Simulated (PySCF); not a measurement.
# Isomerisation enthalpies of C2H3Cl3

**Measured values to compare with.**

From CRC Handbook of Chemistry and Physics, for the gas at 298.15 K: enthalpy of formation of `ClCC(Cl)Cl` (1,1,2-trichloroethane) -151.3 kJ/mol; enthalpy of formation of `CC(Cl)(Cl)Cl` -144.4 kJ/mol.

The runs below try to reproduce these values; the comparison stands at the end.

Differences of these values give the isomerisation enthalpies. Geometries: PBE0-D3(BJ)/def2-SVP; runs in PySCF, gas phase, with a dispersion term only where the level names one. Total electronic energies (Eh):

```tsv
SMILES	PBE0-D3(BJ)/def2-SVP
ClCC(Cl)Cl	-1457.58319
CC(Cl)(Cl)Cl	-1457.58134
```

Zero-point and thermal terms are left out, so the computed numbers are electronic energies.

## Comparison

Relative to `ClCC(Cl)Cl`, the lowest by measurement, in kJ/mol (measured: enthalpies at 298.15 K; computed: electronic energies):

```csv
SMILES,measured,PBE0-D3(BJ)/def2-SVP
ClCC(Cl)Cl,0.0,0.0
CC(Cl)(Cl)Cl,6.9,4.9
```

Measured values: -151.3 kJ/mol (298.15 K; CRC Handbook of Chemistry and Physics) for the first row; the others come from the same table. Unsigned miss: PBE0-D3(BJ)/def2-SVP 2.0 kJ/mol. One conformer stands for `ClCC(Cl)Cl`, not necessarily the lowest, while the measurement averages over conformers. Where a level misses, the cause wasn't examined.

The values belong to the conformer `[Cl:1][CH2:2][CH:3]([Cl:4])[Cl:5]`: Cl1–C2–C3–Cl4 -64°.
